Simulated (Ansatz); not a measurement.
## SrMoO4 (I4₁/a, No. 88)

Method: r²SCAN in Ansatz (plane waves, PAW).

Run with plane-wave cutoff 560 eV, 10×10×10 k mesh, Fermi–Dirac smearing 0.01 eV, no spin polarisation, scalar-relativistic PAW data made under PBE.

Cell (relaxed at this level):

```
CELL_PARAMETERS angstrom
     -2.70544     2.70544     5.99323
      2.70544    -2.70544     5.99323
      2.70544     2.70544    -5.99323
ATOMIC_POSITIONS crystal
  Sr 0.00000 0.00000 0.00000
  Sr 0.75000 0.25000 0.50000
  Mo 0.50000 0.50000 0.00000
  Mo 0.25000 0.75000 0.50000
  O  0.03074 0.43224 0.12598
  O  0.18224 0.55627 0.90150
  O  0.30627 0.90477 0.87402
  O  0.65477 0.28074 0.09850
  O  0.71926 0.81776 0.37402
  O  0.56776 0.69373 0.59850
  O  0.44373 0.34523 0.62598
  O  0.09523 0.96926 0.40150
```

| Quantity | Value |
|---|---|
| band gap | 4.17 eV |

Spin–orbit coupling is not included.

Computed values are for the static lattice.

It cost very roughly 6 core-minutes of CPU time.

Ansatz is an electronic-structure program.
